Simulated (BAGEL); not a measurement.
# One shape, several levels: singlet SiNH3Cl−

We compute a comparison of 6 runs (HF/STO-3G, HF/3-21G, HF/6-311+G**, B3LYP/6-311+G**, PBE0/6-311+G**, RI-MP2/6-311+G**) of singlet SiNH3Cl−. 

The results are computed with BAGEL 1.2.2.

2 further runs of the same task are left out: 1 that didn't finish, 1 set aside as unsound or not needed.

### Step 1. The system as given

SiNH3Cl−: 6 atoms, total charge -1, spin state singlet. SMILES of the parent species: `[NH][SiH2]Cl`. The shape is that of a PBE0-D4/def2-TZVP optimisation. This is one conformer, not always the lowest. That shape belongs to the parent species and isn't relaxed for this state.

Bond lengths: N1–Si2 1.739 Å, Si2–Cl3 2.043 Å, N1–H4 1.023 Å, Si2–H5 1.485 Å, Si2–H6 1.485 Å. Angles: N1–Si2–Cl3 109.2°, N1–Si2–H5 110.2°, N1–Si2–H6 110.2°, Cl3–Si2–H5 108.0°, Cl3–Si2–H6 108.0°, Si2–N1–H4 112.4°, H5–Si2–H6 111.2°.

### Step 2. A single-point energy at HF/STO-3G (density fitting with qzvpp-jkfit) (run 1)

The input, job.json:

```json
{ "bagel": [

{
  "title": "molecule",
  "basis": "sto-3g",
  "df_basis": "qzvpp-jkfit",
  "angstrom": true,
  "geometry": [
    { "atom": "N", "xyz": [   -1.120700,   -0.619300,   -0.515800 ] },
    { "atom": "Si", "xyz": [    0.327700,    0.083100,    0.143100 ] },
    { "atom": "Cl", "xyz": [    1.532200,   -1.405400,    0.854900 ] },
    { "atom": "H", "xyz": [   -1.761400,    0.086800,   -0.887700 ] },
    { "atom": "H", "xyz": [    1.072900,    0.808700,   -0.916500 ] },
    { "atom": "H", "xyz": [   -0.008600,    0.982100,    1.275900 ] }
  ]
},
{ "title": "hf", "charge": -1 },
{ "title": "print", "file": "orbitals.molden", "orbitals": true }

]}
```

Launch:

```
$ BAGEL_NUM_THREADS=1 BAGEL job.json > job.out
```

The log of the run:

```text
* using 1 threads per process

  ===============================================================
  ===============================================================

  *** Geometry ***

  { "atom" : "N", "xyz" : [     -2.117816,     -1.170307,     -0.974721 ] },
  { "atom" : "Si", "xyz" : [      0.619263,      0.157036,      0.270420 ] },
  { "atom" : "Cl", "xyz" : [      2.895438,     -2.655821,      1.615527 ] },
  { "atom" : "H", "xyz" : [     -3.328564,      0.164028,     -1.677510 ] },
  { "atom" : "H", "xyz" : [      2.027487,      1.528222,     -1.731934 ] },
  { "atom" : "H", "xyz" : [     -0.016252,      1.855900,      2.411102 ] },

  Number of auxiliary basis functions:      387

  Since a DF basis is specified, we compute 2- and 3-index integrals:
    o Being stored without compression. Storage requirement is 0.002 GB

  Number of basis functions:       26
  Number of electrons      :       41

    * METHOD: MOLECULE                             0.10

  *** RHF ***

  === Nuclear Repulsion ===
   140.5203180111

      * DIIS with orbital gradients will be used.

  === RHF iteration (sto-3g) ===
      0       -795.34261997          0.02424571           0.01
      1       -795.47164273          0.00905272           0.01
      2       -795.49483694          0.00136980           0.01
      3       -795.49581295          0.00032417           0.01
      4       -795.49590593          0.00005579           0.01
      5       -795.49590828          0.00001376           0.01
      6       -795.49590847          0.00000275           0.01
      7       -795.49590847          0.00000040           0.01
      8       -795.49590847          0.00000009           0.01
      9       -795.49590847          0.00000002           0.01
     10       -795.49590847          0.00000001           0.01
    * SCF iteration converged.

    * Permanent dipole moment:
           (   -1.523085,    -0.735104,    -0.693189) a.u.

    * METHOD: HF                                   0.18

    * METHOD: PRINT                                0.00

  ===============================================================
```

It took 0.4 s on 1 thread of Arm Neoverse V1, shared host.

### Step 3. A single-point energy at HF/3-21G (density fitting with qzvpp-jkfit) (run 2)

The input, calc.json:

```json
{ "bagel": [

{
  "title": "molecule",
  "basis": "3-21g",
  "df_basis": "qzvpp-jkfit",
  "angstrom": true,
  "geometry": [
    { "atom": "N", "xyz": [      -1.120700,      -0.619300,      -0.515800 ] },
    { "atom": "Si", "xyz": [       0.327700,       0.083100,       0.143100 ] },
    { "atom": "Cl", "xyz": [       1.532200,      -1.405400,       0.854900 ] },
    { "atom": "H", "xyz": [      -1.761400,       0.086800,      -0.887700 ] },
    { "atom": "H", "xyz": [       1.072900,       0.808700,      -0.916500 ] },
    { "atom": "H", "xyz": [      -0.008600,       0.982100,       1.275900 ] }
  ]
},

{ "title": "hf", "charge": -1 },

{ "title": "print", "file": "orbitals.molden", "orbitals": true }

]}
```

Launch:

```
$ BAGEL_NUM_THREADS=1 BAGEL calc.json > calc.out
```

The log of the run:

```text
* using 1 threads per process

  ===============================================================
  ===============================================================

  *** Geometry ***

  { "atom" : "N", "xyz" : [     -2.117816,     -1.170307,     -0.974721 ] },
  { "atom" : "Si", "xyz" : [      0.619263,      0.157036,      0.270420 ] },
  { "atom" : "Cl", "xyz" : [      2.895438,     -2.655821,      1.615527 ] },
  { "atom" : "H", "xyz" : [     -3.328564,      0.164028,     -1.677510 ] },
  { "atom" : "H", "xyz" : [      2.027487,      1.528222,     -1.731934 ] },
  { "atom" : "H", "xyz" : [     -0.016252,      1.855900,      2.411102 ] },

  Number of auxiliary basis functions:      387

  Since a DF basis is specified, we compute 2- and 3-index integrals:
    o Being stored without compression. Storage requirement is 0.005 GB

  Number of basis functions:       41
  Number of electrons      :       41

    * METHOD: MOLECULE                             0.10

  *** RHF ***

  === Nuclear Repulsion ===
   140.5203180111

      * DIIS with orbital gradients will be used.

  === RHF iteration (3-21g) ===
      0       -800.34376734          0.03678990           0.02
      1       -800.42957894          0.02847992           0.02
      2       -800.56108974          0.00219921           0.02
[... 9 lines of this table left out ...]
     12       -800.56231428          0.00000001           0.02
    * SCF iteration converged.

    * Permanent dipole moment:
           (   -1.230125,    -0.825458,    -0.541530) a.u.

    * METHOD: HF                                   0.31

    * METHOD: PRINT                                0.01

  ===============================================================
```

It took 0.54 s on 1 thread of Arm Neoverse V1, shared host.

Run 3 isn't shown in full; the table further down has it.

### Step 4. A single-point energy at B3LYP/6-311+G(d,p) (density fitting with qzvpp-jkfit) (run 4)

The input, input.json:

```json
{ "bagel": [

{
  "title": "molecule",
  "basis": "6-311+gss.json",
  "df_basis": "qzvpp-jkfit",
  "angstrom": true,
  "geometry": [
    { "atom": "N", "xyz": [      -1.120700,      -0.619300,      -0.515800 ] },
    { "atom": "Si", "xyz": [       0.327700,       0.083100,       0.143100 ] },
    { "atom": "Cl", "xyz": [       1.532200,      -1.405400,       0.854900 ] },
    { "atom": "H", "xyz": [      -1.761400,       0.086800,      -0.887700 ] },
    { "atom": "H", "xyz": [       1.072900,       0.808700,      -0.916500 ] },
    { "atom": "H", "xyz": [      -0.008600,       0.982100,       1.275900 ] }
  ]
},

{ "title": "ks", "xc_func": "b3lyp", "charge": -1 },

{ "title": "print", "file": "orbitals.molden", "orbitals": true }

]}
```

The basis set 6-311+G** is read from a file made from the Basis Set Exchange's data (not shown).

Launch:

```
$ BAGEL_NUM_THREADS=1 BAGEL input.json > input.out
```

The log of the run:

```text
* using 1 threads per process

  ===============================================================
  ===============================================================

  *** Geometry ***

[... 19 lines left out ...]
    * Removing 9421 points whose weight is below 1.00e-10
[... 2 lines left out ...]
  === Nuclear Repulsion ===
   140.5203180111

       - DIIS with orbital gradients will be used.

  === KS iteration (b3lyp / 6-311+gss.json) ===
      0       -696.20266689          0.30215800           0.30
      1       -524.31495179          0.27155513           0.30
      2       -674.63151066          0.23871998           0.30
[... 17 lines of this table left out ...]
     20       -806.38603156          0.00000000           0.30
    * SCF iteration converged.

    * Permanent dipole moment:
           (   -1.551520,    -0.548535,    -0.721931) a.u.

    * METHOD: KS                                   6.58

    * METHOD: PRINT                                0.03

  ===============================================================
```

Run time: 6.9 s. Hardware: 1 thread of Arm Neoverse V1, shared host; peak memory 0.38 GiB.

Run 5 isn't shown in full; the table further down has it.

### Step 5. The energy at RI-MP2/6-311+G(d,p) (density fitting with qzvpp-jkfit) (run 6)

The input, mp2.json:

```json
{ "bagel" : [

{
  "title" : "molecule",
  "basis" : "6-311+gss.json",
  "df_basis" : "qzvpp-jkfit",
  "angstrom" : true,
  "geometry" : [
    { "atom" : "N", "xyz" : [      -1.120700,      -0.619300,      -0.515800 ] },
    { "atom" : "Si", "xyz" : [       0.327700,       0.083100,       0.143100 ] },
    { "atom" : "Cl", "xyz" : [       1.532200,      -1.405400,       0.854900 ] },
    { "atom" : "H", "xyz" : [      -1.761400,       0.086800,      -0.887700 ] },
    { "atom" : "H", "xyz" : [       1.072900,       0.808700,      -0.916500 ] },
    { "atom" : "H", "xyz" : [      -0.008600,       0.982100,       1.275900 ] }
  ]
},

{ "title" : "hf", "charge" : -1 },

{ "title" : "mp2", "charge" : -1, "ncore" : 11 }

]}
```

The basis set 6-311+G** is read from a file made from the Basis Set Exchange's data (not shown).

Launch:

```
$ BAGEL_NUM_THREADS=1 BAGEL mp2.json > mp2.out
```

The log of the run:

```text
* using 1 threads per process

  ===============================================================
  ===============================================================

  *** Geometry ***

[... 30 lines left out ...]
    * SCF iteration converged.
[... 1 line left out ...]
    * Permanent dipole moment:
[... 2 lines left out ...]
    * METHOD: HF                                   0.93

  *** RHF ***

  === Nuclear Repulsion ===
   140.5203180111

      * DIIS with orbital gradients will be used.

  === RHF iteration (6-311+gss.json) ===
      0       -804.69189847          0.00000000           0.05
    * SCF iteration converged.

    * Permanent dipole moment:
           (   -1.723337,    -0.710053,    -0.793922) a.u.

  === DF-MP2 calculation ===

    * freezing 11 orbitals
    * 3-index integral transformation done
    * assembly done

      MP2 correlation energy:   -0.4368471323      0.03

      MP2 total energy:       -805.1287455982

    * METHOD: MP2                                  0.15

  ===============================================================
```

Run time: 1.4 s. Hardware: 1 thread of Arm Neoverse V1, shared host; peak memory 0.11 GiB.

### Step 6. Overview of the runs

```csv
run,level,frozen core orbitals,energy (Eh),HOMO energy (eV),LUMO energy (eV),HOMO–LUMO gap (eV),wall time
1,HF/STO-3G (density fitting with qzvpp-jkfit),–,-795.495908,2.71,16.46,13.75,0.4 s
2,HF/3-21G (density fitting with qzvpp-jkfit),–,-800.562314,-2.07,9.48,11.56,0.54 s
3,HF/6-311+G** (density fitting with qzvpp-jkfit),–,-804.691898,-2.90,4.98,7.88,1.2 s
4,B3LYP/6-311+G** (density fitting with qzvpp-jkfit),–,-806.386032,0.20,3.67,3.46,6.9 s
5,PBE0/6-311+G** (density fitting with qzvpp-jkfit),–,-806.002311,0.00,3.87,3.88,7.2 s
6,RI-MP2/6-311+G** (density fitting with qzvpp-jkfit),11,-805.128746,–,–,–,1.4 s
```

### Step 7. Outcome

```
                                           quantity          value
                                run 6: total energy  -805.12875 Eh
run 6: correlation energy (11 core orbitals frozen)     -436.8 mEh
```

In words: Over runs 1, 2, 3, 4, 5 the HOMO–LUMO gap runs from 3.46 eV (B3LYP/6-311+G**) to 13.75 eV (HF/STO-3G). The two ends differ in method and basis. The empty levels of an anion lie above zero and hang on the basis. Totals of different functionals can't be ranked against each other. In runs 1, 4 the HOMO lies above zero, so the outermost electron may be held by the basis alone. In run 1 the basis is minimal, so the values are rough. All runs together took 18 s, the longest 7.2 s.
